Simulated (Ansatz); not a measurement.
# Which is lower?

Two relaxed structures of CH$_{3}$AlN (charge +1), singlet (PBE0-D4/def2-TZVP; forces vanish, vibrations not checked).

A:

```xyz
6
angstrom
C -1.2498 -0.9902 -0.6340
N -0.4201 -0.3329 -0.2131
Al 1.0078 0.7984 0.5112
H -2.0355 -1.6126 -1.0325
H 2.3071 0.4764 -0.2798
H 0.3905 1.6609 1.6482
```

B:

| atom | x (Å) | y (Å) | z (Å) |
| --- | --- | --- | --- |
| C1 | -1.0313 | -1.1783 | -0.8199 |
| N2 | -0.0865 | -0.4598 | -0.4116 |
| Al3 | 1.1729 | 0.5003 | 0.1349 |
| H4 | -2.0520 | -1.0473 | -0.4456 |
| H5 | 2.3354 | 1.3850 | 0.6384 |
| H6 | -0.8707 | -1.9636 | -1.5660 |

Computed with Ansatz 0.2.0 (basis: def2-TZVPP); correlated methods freeze the cores. B3LYP uses VWN-RPA correlation.

(1) Which structure is lower at CCSD(T), and by how much? (Judge from chemistry; the value comes from the calculation.)

T1 diagnostic: at most 0.018.

## Answers

(1) By the calculation: A, by 13.60 kcal/mol (electronic energy, against the other). By their contacts, A is CH₃AlN ([CH][N][AlH2]), total charge +1 and B is CH₃AlN ([CH2][N][AlH]), total charge +1.

All methods give the same order:

| method | E(B) − E(A) (kcal/mol) |
| --- | --- |
| PBE-D4 | 6.31 |
| r2SCAN-D4 | 7.61 |
| PBE0-D4 | 6.48 |
| B3LYP-D4 | 8.62 |
| wB97M-V | 9.88 |
| HF | 14.40 |
| MP2 | 14.34 |
| CCSD | 13.65 |
| CCSD(T) | 13.60 |

Labels in which every atom is bracketed show which atoms are joined, not bond orders.

For scale, one of the runs: CCSD(T)/def2-TZVPP, 146 basis functions, launched by `ansatz run in.yaml --threads 2 --pin off --events-out ev --progress --plain --max-ram 4352MiB`. Time: 11 s of wall clock on 2 CPU threads of an Arm Neoverse V1; the host was shared. Peak host memory: 0.83 GiB.
